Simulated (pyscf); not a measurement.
Single points on ωB97X-D3(BJ)/def2-SVP structures (PySCF, gas phase).

For the elementary gas-phase step H₂C=C•–CH₂–NH₂ → H₂C=CH–CH₂–NH• (doublet surface; H–N broken, C–H formed), what barrier and reaction energy does ωB97M-D3(BJ)/def2-TZVP give, measured from the reactant's lowest minimum found?

ΔE‡ = 1.66 eV, ΔE = -0.30 eV. Zero-point energy shifts the barrier by -0.15 eV. It is a hydrogen shift, with an imaginary mode of 2213i cm⁻¹. From the product side, H₂C=CH–CH=NH + H• lies, by one bond made or cut, 0.69 eV under this saddle at ωB97M-D3(BJ). The same reactants have a lower exit, to H₂C=C=CH₂ + NH₂• (no saddle counted: cutting one bond, which may have a small barrier of its own, costs +1.08 eV at ωB97M-D3(BJ), against +1.66 eV here). H₂C=C•–CH₂–NH₂ lies 1.39 eV over its isomer H₃C–C(CH₃)=N•, and others may lie lower still (electronic energy, ωB97M-D3(BJ)). H₂C=CH–CH₂–NH• lies 1.09 eV over its isomer H₃C–C(CH₃)=N•, and others may lie lower still (electronic energy, ωB97M-D3(BJ)). One saddle was located; it need not be the lowest between these sides.
